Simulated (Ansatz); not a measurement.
**AlH4+ (triplet): wB97M-V, B2PLYP over vertical spin and charge gaps, def2-QZVPP**

How well do these functionals follow the top wave-function level for AlH4+ (triplet) over vertical spin and charge gaps?

Program: Ansatz 0.2.0, Gaussian basis. Level of theory: def2-QZVPP, all electrons in the functionals, frozen cores in the correlation of double hybrids and RPA. These are calculated values, not measurements.

Plan: wB97M-V, B2PLYP, at charge 1, triplet; charge 0, doublet; charge 0, quartet; charge 1, singlet; charge 1, quintet.

2 further runs of the same task are left out: 2 set aside as unsound or not needed.

### 1 What is computed

The geometry is a PBE0/def2-TZVP stationary point (not a proven minimum).

5 atoms, charge 1, spin multiplicity 3.

Atoms are counted from 1 here; the program's logs count them from 0.

Bond lengths: Al1–H2 1.663 Å, Al1–H3 1.663 Å, Al1–H4 1.663 Å, Al1–H5 1.663 Å. Angles: H2–Al1–H3 135.7°, H2–Al1–H4 64.5°, H2–Al1–H5 135.7°, H3–Al1–H4 135.7°, H3–Al1–H5 64.5°, H4–Al1–H5 135.7°.

No dispersion term is added; wB97M-V holds VV10 nonlocal correlation.

The geometry shown and the zero of energy belong to the point charge 1, triplet. The yardstick, UCCSD(T), and other wave-function levels (R restricted, U unrestricted, valence and pair active spaces) come from earlier runs.

### 2 wB97M-V, charge 1, triplet

Input file in.yaml:

```yaml
crystal:
  periodic: [false, false, false]
  atoms:
    - {symbol: Al, position_ang: [0.000000, 0.000000, 0.000000]}
    - {symbol: H, position_ang: [0.621180, 1.410429, 0.625916]}
    - {symbol: H, position_ang: [-0.624953, -1.407416, 0.628935]}
    - {symbol: H, position_ang: [-0.629895, 1.403521, -0.632699]}
    - {symbol: H, position_ang: [0.633669, -1.406534, -0.622152]}
basis:
  gaussian: {orbitals: "def2-QZVPP.json"}
total_charge: 1
magnetization: {spin_polarized: true, initial_magnetization: 2}
hamiltonian: {xc: {name: wB97M-V}}
output: {orbitals: {seedname: orbitals}}
```

Started as:

```bash
$ ansatz run in.yaml --threads 2 --pin off --events-out ev --progress --plain --max-ram 24576MiB --backend cuda --devices 0, --max-vram 18GiB
```

Standard output (excerpt; [...] marks lines left out):

```text
Functional definition: wB97M-V
  name "wB97M-V"
  cite "Mardirossian & Head-Gordon, J. Chem. Phys. 144, 214110 (2016) doi:10.1063/1.4952647"
  cite "Becke, J. Chem. Phys. 107, 8554 (1997) doi:10.1063/1.475007"
  cite "Vydrov & Van Voorhis, J. Chem. Phys. 133, 244103 (2010) doi:10.1063/1.3521275"
  # Of w^i u^j: cxij and so on, Table III.
[...]
  gx(w, u) = 1 - cx + cx01*u + cx10*w
  gss(w, u) = css00 + css04*u^4 + css10*w + css20*w^2 + css43*w^4*u^3
  gos(w, u) = cos00 + cos10*w + (cos20 + cos21*u)*w^2 + (cos60 + cos61*u)*w^6
[...]
      + integral(e_c_pw_mod_opposite_spin*gos(b97_w_opposite, b97_u_opposite)) + vv10(b, c)
622 factors; their error is unknown
194 factors; integrals over basis functions are off by at most 2.4e-5 eV
[...]
mean field -6647.78196969 eV, -244.3014813575 hartree, gradient 1.5e-5 eV, S^2 2.010500; 0 other end points of the search recorded, 0 dependent functions left out
reference -6647.78202108 eV, -244.3014832462 hartree; 9, 7 occupied and 181, 183 virtual orbitals, 622 factors
Total energy: -6647.78202108 eV, -244.3014832462 hartree
```

It took 4.9 s on 1 × H100 (card shared with other runs) with 2 threads of AMD EPYC 7R13, shared host; peak host memory 0.87 GiB.

From the report: ⟨S²⟩ of the determinant 2.011 (pure triplet: 2.00).

### 3 wB97M-V, charge 0, doublet

in.yaml: that of step 2 with these lines changed.

```diff
@@ -10,4 +10,3 @@
   gaussian: {orbitals: "def2-QZVPP.json"}
-total_charge: 1
-magnetization: {spin_polarized: true, initial_magnetization: 2}
+magnetization: {spin_polarized: true, initial_magnetization: 1}
 hamiltonian: {xc: {name: wB97M-V}}
```

The command is unchanged.

Standard output (excerpt; [...] marks lines left out):

```text
Functional definition: wB97M-V
  name "wB97M-V"
  cite "Mardirossian & Head-Gordon, J. Chem. Phys. 144, 214110 (2016) doi:10.1063/1.4952647"
  cite "Becke, J. Chem. Phys. 107, 8554 (1997) doi:10.1063/1.475007"
  cite "Vydrov & Van Voorhis, J. Chem. Phys. 133, 244103 (2010) doi:10.1063/1.3521275"
  # Of w^i u^j: cxij and so on, Table III.
[...]
  gx(w, u) = 1 - cx + cx01*u + cx10*w
  gss(w, u) = css00 + css04*u^4 + css10*w + css20*w^2 + css43*w^4*u^3
  gos(w, u) = cos00 + cos10*w + (cos20 + cos21*u)*w^2 + (cos60 + cos61*u)*w^6
[...]
      + integral(e_c_pw_mod_opposite_spin*gos(b97_w_opposite, b97_u_opposite)) + vv10(b, c)
622 factors; their error is unknown
194 factors; integrals over basis functions are off by at most 2.4e-5 eV
[...]
mean field -6656.47073333 eV, -244.6207875319 hartree, gradient 7.9e-6 eV, S^2 0.757004; 1 other end points of the search recorded, 0 dependent functions left out
reference -6656.47079598 eV, -244.6207898343 hartree; 9, 8 occupied and 181, 182 virtual orbitals, 622 factors
Total energy: -6656.47079598 eV, -244.6207898343 hartree
```

Wall time 11 s (1 × H100 (card shared with other runs) with 2 threads of AMD EPYC 7R13, shared host); peak host memory 0.89 GiB.

From the report: ⟨S²⟩ of the determinant 0.757 (pure doublet: 0.75).

From charge 1, triplet: -200.4 kcal/mol.

### 4 wB97M-V, charge 0, quartet

in.yaml: that of step 3 with these lines changed.

```diff
@@ -10,3 +10,3 @@
   gaussian: {orbitals: "def2-QZVPP.json"}
-magnetization: {spin_polarized: true, initial_magnetization: 1}
+magnetization: {spin_polarized: true, initial_magnetization: 3}
 hamiltonian: {xc: {name: wB97M-V}}
```

Same command.

Standard output (excerpt; [...] marks lines left out):

```text
Functional definition: wB97M-V
  name "wB97M-V"
  cite "Mardirossian & Head-Gordon, J. Chem. Phys. 144, 214110 (2016) doi:10.1063/1.4952647"
  cite "Becke, J. Chem. Phys. 107, 8554 (1997) doi:10.1063/1.475007"
  cite "Vydrov & Van Voorhis, J. Chem. Phys. 133, 244103 (2010) doi:10.1063/1.3521275"
  # Of w^i u^j: cxij and so on, Table III.
[...]
  gx(w, u) = 1 - cx + cx01*u + cx10*w
  gss(w, u) = css00 + css04*u^4 + css10*w + css20*w^2 + css43*w^4*u^3
  gos(w, u) = cos00 + cos10*w + (cos20 + cos21*u)*w^2 + (cos60 + cos61*u)*w^6
[...]
      + integral(e_c_pw_mod_opposite_spin*gos(b97_w_opposite, b97_u_opposite)) + vv10(b, c)
622 factors; their error is unknown
194 factors; integrals over basis functions are off by at most 2.4e-5 eV
[...]
mean field -6652.52373625 eV, -244.4757380647 hartree, gradient 7.0e-6 eV, S^2 3.759219; 2 other end points of the search recorded, 0 dependent functions left out
reference -6652.52379021 eV, -244.4757400477 hartree; 10, 7 occupied and 180, 183 virtual orbitals, 622 factors
Total energy: -6652.52379021 eV, -244.4757400477 hartree
```

Run time: 7.5 s. Hardware: 1 × H100 (card shared with other runs) with 2 threads of AMD EPYC 7R13, shared host; peak host memory 0.89 GiB.

From the report: ⟨S²⟩ of the determinant 3.759 (pure quartet: 3.75).

From charge 1, triplet: -109.3 kcal/mol.

### 5 wB97M-V, charge 1, singlet

in.yaml: that of step 4 with these lines changed.

```diff
@@ -10,3 +10,4 @@
   gaussian: {orbitals: "def2-QZVPP.json"}
-magnetization: {spin_polarized: true, initial_magnetization: 3}
+total_charge: 1
+magnetization: {spin_polarized: true, initial_magnetization: 0}
 hamiltonian: {xc: {name: wB97M-V}}
```

Launched as before.

Standard output (excerpt; [...] marks lines left out):

```text
Functional definition: wB97M-V
  name "wB97M-V"
  cite "Mardirossian & Head-Gordon, J. Chem. Phys. 144, 214110 (2016) doi:10.1063/1.4952647"
  cite "Becke, J. Chem. Phys. 107, 8554 (1997) doi:10.1063/1.475007"
  cite "Vydrov & Van Voorhis, J. Chem. Phys. 133, 244103 (2010) doi:10.1063/1.3521275"
  # Of w^i u^j: cxij and so on, Table III.
[...]
  gx(w, u) = 1 - cx + cx01*u + cx10*w
  gss(w, u) = css00 + css04*u^4 + css10*w + css20*w^2 + css43*w^4*u^3
  gos(w, u) = cos00 + cos10*w + (cos20 + cos21*u)*w^2 + (cos60 + cos61*u)*w^6
[...]
      + integral(e_c_pw_mod_opposite_spin*gos(b97_w_opposite, b97_u_opposite)) + vv10(b, c)
622 factors; their error is unknown
194 factors; integrals over basis functions are off by at most 2.4e-5 eV
[...]
mean field -6647.79244152 eV, -244.3018661903 hartree, gradient 1.6e-5 eV, S^2 1.018343; 5 other end points of the search recorded, 0 dependent functions left out
reference -6647.79249307 eV, -244.3018680848 hartree; 8, 8 occupied and 182, 182 virtual orbitals, 622 factors
Total energy: -6647.79249307 eV, -244.3018680848 hartree
```

Run time: 9 s. Hardware: 1 × H100 (card shared with other runs) with 2 threads of AMD EPYC 7R13, shared host; peak host memory 0.9 GiB.

From the report: ⟨S²⟩ of the determinant 1.018 (pure singlet: 0.00). The determinant is far from a pure spin state, so its energy mixes those of several spin states (harmless only where they are near-degenerate, as at dissociation).

From charge 1, triplet: -0.2 kcal/mol.

### 6 wB97M-V, charge 1, quintet

in.yaml: that of step 5 with these lines changed.

```diff
@@ -11,3 +11,3 @@
 total_charge: 1
-magnetization: {spin_polarized: true, initial_magnetization: 0}
+magnetization: {spin_polarized: true, initial_magnetization: 4}
 hamiltonian: {xc: {name: wB97M-V}}
```

Same command.

Standard output (excerpt; [...] marks lines left out):

```text
Functional definition: wB97M-V
  name "wB97M-V"
  cite "Mardirossian & Head-Gordon, J. Chem. Phys. 144, 214110 (2016) doi:10.1063/1.4952647"
  cite "Becke, J. Chem. Phys. 107, 8554 (1997) doi:10.1063/1.475007"
  cite "Vydrov & Van Voorhis, J. Chem. Phys. 133, 244103 (2010) doi:10.1063/1.3521275"
  # Of w^i u^j: cxij and so on, Table III.
[...]
  gx(w, u) = 1 - cx + cx01*u + cx10*w
  gss(w, u) = css00 + css04*u^4 + css10*w + css20*w^2 + css43*w^4*u^3
  gos(w, u) = cos00 + cos10*w + (cos20 + cos21*u)*w^2 + (cos60 + cos61*u)*w^6
[...]
      + integral(e_c_pw_mod_opposite_spin*gos(b97_w_opposite, b97_u_opposite)) + vv10(b, c)
622 factors; their error is unknown
194 factors; integrals over basis functions are off by at most 2.4e-5 eV
[...]
mean field -6640.52005265 eV, -244.0346108286 hartree, gradient 1.6e-5 eV, S^2 6.004481; 1 other end points of the search recorded, 0 dependent functions left out
reference -6640.52009952 eV, -244.0346125511 hartree; 10, 6 occupied and 180, 184 virtual orbitals, 622 factors
Total energy: -6640.52009952 eV, -244.0346125511 hartree
```

Wall time 9 s (1 × H100 (card shared with other runs) with 2 threads of AMD EPYC 7R13, shared host); peak host memory 0.88 GiB.

From the report: ⟨S²⟩ of the determinant 6.004 (pure quintet: 6.00).

From charge 1, triplet: +167.5 kcal/mol.

### 7 B2PLYP, charge 1, triplet

in.yaml: that of step 6 with these lines changed.

```diff
@@ -11,4 +11,4 @@
 total_charge: 1
-magnetization: {spin_polarized: true, initial_magnetization: 4}
-hamiltonian: {xc: {name: wB97M-V}}
-output: {orbitals: {seedname: orbitals}}
+magnetization: {spin_polarized: true, initial_magnetization: 2}
+hamiltonian: {xc: {name: B2PLYP}}
+correlation: {electrons: outside_noble_gas}
```

The command is unchanged.

Standard output (excerpt; [...] marks lines left out):

```text
Functional definition: B2PLYP
  name "B2PLYP"
  cite "Grimme, J. Chem. Phys. 124, 034108 (2006) doi:10.1063/1.2148954"
  cite "Becke, Phys. Rev. A 38, 3098 (1988) doi:10.1103/PhysRevA.38.3098"
  cite "Lee, Yang & Parr, Phys. Rev. B 37, 785 (1988) doi:10.1103/PhysRevB.37.785"
[...]
1080 factors; integrals over basis functions are off by at most 7.2e-4 eV
[...]
mean field -6644.80039895 eV, -244.1919106539 hartree, gradient 3.1e-6 eV, S^2 2.024418; 0 other end points of the search recorded, 0 dependent functions left out
5 core orbitals not correlated: weight in the atoms' cores, before any rotation towards them, 1.000 or more for the frozen orbitals, at most 0.000 for the correlated occupied ones
reference -6644.80054077 eV, -244.1919158656 hartree; 4, 2 occupied and 181, 183 virtual orbitals, 1080 factors
second order -2.89198545 eV of doubles, -0.00000000 eV of singles
Total energy: -6645.58137684 eV, -244.2206110620 hartree
```

Run time: 4.2 s. Hardware: 1 × H100 (card shared with other runs) with 2 threads of AMD EPYC 7R13, shared host; peak host memory 0.94 GiB.

From the report: ⟨S²⟩ of the determinant 2.024 (pure triplet: 2.00).

### 8 B2PLYP, charge 0, doublet

in.yaml: that of step 7 with these lines changed.

```diff
@@ -10,4 +10,3 @@
   gaussian: {orbitals: "def2-QZVPP.json"}
-total_charge: 1
-magnetization: {spin_polarized: true, initial_magnetization: 2}
+magnetization: {spin_polarized: true, initial_magnetization: 1}
 hamiltonian: {xc: {name: B2PLYP}}
```

Launched as before.

Standard output (excerpt; [...] marks lines left out):

```text
Functional definition: B2PLYP
  name "B2PLYP"
  cite "Grimme, J. Chem. Phys. 124, 034108 (2006) doi:10.1063/1.2148954"
  cite "Becke, Phys. Rev. A 38, 3098 (1988) doi:10.1103/PhysRevA.38.3098"
  cite "Lee, Yang & Parr, Phys. Rev. B 37, 785 (1988) doi:10.1103/PhysRevB.37.785"
[...]
1080 factors; integrals over basis functions are off by at most 7.2e-4 eV
[...]
mean field -6653.12069439 eV, -244.4976758716 hartree, gradient 2.6e-6 eV, S^2 0.764721; 5 other end points of the search recorded, 0 dependent functions left out
5 core orbitals not correlated: weight in the atoms' cores, before any rotation towards them, 1.000 or more for the frozen orbitals, at most 0.000 for the correlated occupied ones
reference -6653.12085442 eV, -244.4976817528 hartree; 4, 3 occupied and 181, 182 virtual orbitals, 1080 factors
second order -3.98648369 eV of doubles, -0.00000000 eV of singles
Total energy: -6654.19720502 eV, -244.5372369076 hartree
```

Wall time 15 s (1 × H100 (card shared with other runs) with 2 threads of AMD EPYC 7R13, shared host); peak host memory 0.95 GiB.

From the report: ⟨S²⟩ of the determinant 0.765 (pure doublet: 0.75).

From charge 1, triplet: -198.7 kcal/mol.

### 9 B2PLYP, charge 0, quartet

in.yaml: that of step 8 with these lines changed.

```diff
@@ -10,3 +10,3 @@
   gaussian: {orbitals: "def2-QZVPP.json"}
-magnetization: {spin_polarized: true, initial_magnetization: 1}
+magnetization: {spin_polarized: true, initial_magnetization: 3}
 hamiltonian: {xc: {name: B2PLYP}}
```

Launched as before.

Standard output (excerpt; [...] marks lines left out):

```text
Functional definition: B2PLYP
  name "B2PLYP"
  cite "Grimme, J. Chem. Phys. 124, 034108 (2006) doi:10.1063/1.2148954"
  cite "Becke, Phys. Rev. A 38, 3098 (1988) doi:10.1103/PhysRevA.38.3098"
  cite "Lee, Yang & Parr, Phys. Rev. B 37, 785 (1988) doi:10.1103/PhysRevB.37.785"
[...]
1080 factors; integrals over basis functions are off by at most 7.2e-4 eV
[...]
mean field -6649.30115839 eV, -244.3573105125 hartree, gradient 1.9e-6 eV, S^2 3.771250; 7 other end points of the search recorded, 0 dependent functions left out
5 core orbitals not correlated: weight in the atoms' cores, before any rotation towards them, 1.000 or more for the frozen orbitals, at most 0.000 for the correlated occupied ones
reference -6649.30132444 eV, -244.3573166149 hartree; 5, 2 occupied and 180, 183 virtual orbitals, 1080 factors
second order -3.64749458 eV of doubles, -0.00000000 eV of singles
Total energy: -6650.28614798 eV, -244.3935082123 hartree
```

It took 6.5 s on 1 × H100 (card shared with other runs) with 2 threads of AMD EPYC 7R13, shared host; peak host memory 0.95 GiB.

From the report: ⟨S²⟩ of the determinant 3.771 (pure quartet: 3.75).

From charge 1, triplet: -108.5 kcal/mol.

### 10 B2PLYP, charge 1, singlet

in.yaml: that of step 9 with these lines changed.

```diff
@@ -10,3 +10,4 @@
   gaussian: {orbitals: "def2-QZVPP.json"}
-magnetization: {spin_polarized: true, initial_magnetization: 3}
+total_charge: 1
+magnetization: {spin_polarized: true, initial_magnetization: 0}
 hamiltonian: {xc: {name: B2PLYP}}
```

Launched as before.

Standard output (excerpt; [...] marks lines left out):

```text
Functional definition: B2PLYP
  name "B2PLYP"
  cite "Grimme, J. Chem. Phys. 124, 034108 (2006) doi:10.1063/1.2148954"
  cite "Becke, Phys. Rev. A 38, 3098 (1988) doi:10.1103/PhysRevA.38.3098"
  cite "Lee, Yang & Parr, Phys. Rev. B 37, 785 (1988) doi:10.1103/PhysRevB.37.785"
[...]
1080 factors; integrals over basis functions are off by at most 7.2e-4 eV
[...]
mean field -6644.83109164 eV, -244.1930385895 hartree, gradient 1.3e-6 eV, S^2 1.035458; 5 other end points of the search recorded, 0 dependent functions left out
5 core orbitals not correlated: weight in the atoms' cores, before any rotation towards them, 1.000 or more for the frozen orbitals, at most 0.000 for the correlated occupied ones
reference -6644.83123305 eV, -244.1930437864 hartree; 3, 3 occupied and 182, 182 virtual orbitals, 1080 factors
second order -2.86502906 eV of doubles, -0.00000000 eV of singles
Total energy: -6645.60479090 eV, -244.2214715129 hartree
```

It took 9.5 s on 1 × H100 (card shared with other runs) with 2 threads of AMD EPYC 7R13, shared host; peak host memory 0.95 GiB.

From the report: ⟨S²⟩ of the determinant 1.035 (pure singlet: 0.00). The determinant is far from a pure spin state, so its energy mixes those of several spin states (harmless only where they are near-degenerate, as at dissociation).

From charge 1, triplet: -0.5 kcal/mol.

### 11 B2PLYP, charge 1, quintet

in.yaml: that of step 10 with these lines changed.

```diff
@@ -11,3 +11,3 @@
 total_charge: 1
-magnetization: {spin_polarized: true, initial_magnetization: 0}
+magnetization: {spin_polarized: true, initial_magnetization: 4}
 hamiltonian: {xc: {name: B2PLYP}}
```

Launched as before.

Standard output (excerpt; [...] marks lines left out):

```text
Functional definition: B2PLYP
  name "B2PLYP"
  cite "Grimme, J. Chem. Phys. 124, 034108 (2006) doi:10.1063/1.2148954"
  cite "Becke, Phys. Rev. A 38, 3098 (1988) doi:10.1103/PhysRevA.38.3098"
  cite "Lee, Yang & Parr, Phys. Rev. B 37, 785 (1988) doi:10.1103/PhysRevB.37.785"
[...]
1080 factors; integrals over basis functions are off by at most 7.2e-4 eV
[...]
mean field -6637.77180909 eV, -243.9336147408 hartree, gradient 1.5e-6 eV, S^2 6.008548; 4 other end points of the search recorded, 0 dependent functions left out
5 core orbitals not correlated: weight in the atoms' cores, before any rotation towards them, 1.000 or more for the frozen orbitals, at most 0.000 for the correlated occupied ones
reference -6637.77195571 eV, -243.9336201289 hartree; 5, 1 occupied and 180, 184 virtual orbitals, 1080 factors
second order -2.52915341 eV of doubles, -0.00000000 eV of singles
Total energy: -6638.45482713 eV, -243.9587151907 hartree
```

Wall time 6.5 s (1 × H100 (card shared with other runs) with 2 threads of AMD EPYC 7R13, shared host); peak host memory 0.95 GiB.

From the report: ⟨S²⟩ of the determinant 6.009 (pure quintet: 6.00).

From charge 1, triplet: +164.3 kcal/mol.

### 12 Against the wave-function levels

No level is safe as a reference over these points; UCCSD(T) serves as a yardstick only. It comes from earlier runs at the same points. Energies in kcal/mol, counted from charge 1, triplet; blanks weren't run or aren't comparable.

```tsv
level	adding an electron (doublet)	adding an electron (quartet)	triplet to singlet	triplet to quintet
UCCSD(T)	-202.7	-113.4		162.6
wB97M-V	-200.4	-109.3	-0.2	167.5
B2PLYP	-198.7	-108.5	-0.5	164.3
```

Largest miss and mean time a point (UCCSD(T) took 15 s a point; shared hosts):

```tsv
level	largest miss (kcal/mol)	where	time a point
wB97M-V	+4.8	triplet to quintet	8.3 s
B2PLYP	+4.9	adding an electron (quartet)	8.3 s
```

### 13 What came out

```
                              quantity                                         value
adding an electron (doublet), UCCSD(T)                               -202.7 kcal/mol
adding an electron (quartet), UCCSD(T)                               -113.4 kcal/mol
          triplet to quintet, UCCSD(T)                                162.6 kcal/mol
                 largest miss, wB97M-V            +4.8 kcal/mol (triplet to quintet)
                  largest miss, B2PLYP  +4.9 kcal/mol (adding an electron (quartet))
```

In words: Misses are known at 3 of 4 points at best, and only functionals with that many are ranked. All of them stay within 4.9 kcal/mol of the yardstick, too close to rank. wB97M-V, B2PLYP clearly break the spin symmetry at some points (⟨S²⟩ up to 1.04 above the pure value), so energy there is bought with a mixed spin. Functionals and the yardstick converge differently with the basis, so part of each miss in def2-QZVPP is the basis. The yardstick itself may be off where one determinant is a poor start.
